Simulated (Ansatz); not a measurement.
Start from `C=C(F)CF` and change one atom or group to get `C=C(F)CCl`.

Ansatz, PBE0-D4/def2-TZVP geometries, multiplicity 1. Each molecule was computed in one conformer, which needn't be the lowest.

| property | `C=C(F)CF` |
| --- | --- |
| size of the dipole moment (PBE/def2-TZVPP) / D | 0.40 |
| LUMO energy (B3LYP/def2-TZVPP) / eV | -0.04 |
| HOMO energy (B3LYP/def2-TZVPP) / eV | -7.47 |
| HOMO–LUMO gap (PBE0/def2-TZVPP) / eV | 7.92 |
| LUMO energy (PBE0/def2-TZVPP) / eV | 0.24 |
| HOMO energy (ωB97M-V/def2-TZVPP) / eV | -9.96 |

**Question.** Give the same properties after the change, and the shifts. (Best estimate.)

**Answer.** The calculation gave: 
```
                                      property  `C=C(F)CCl`  shift
size of the dipole moment (PBE/def2-TZVPP) / D         2.19   1.79
           LUMO energy (B3LYP/def2-TZVPP) / eV        -0.78  -0.74
           HOMO energy (B3LYP/def2-TZVPP) / eV        -7.64  -0.17
          HOMO–LUMO gap (PBE0/def2-TZVPP) / eV         7.33  -0.59
            LUMO energy (PBE0/def2-TZVPP) / eV        -0.54  -0.78
         HOMO energy (ωB97M-V/def2-TZVPP) / eV       -10.10  -0.14
```

With PBE0 the HOMO falls by 0.19 eV and the LUMO falls by 0.78 eV, so the gap narrows by about 0.59 eV. PBE moves the HOMO by -0.21 eV and ωB97M-V by -0.14 eV. Dipoles are sizes alone; their direction can turn.

B3LYP here is the variant with VWN-RPA as its local correlation; programs differ in this.
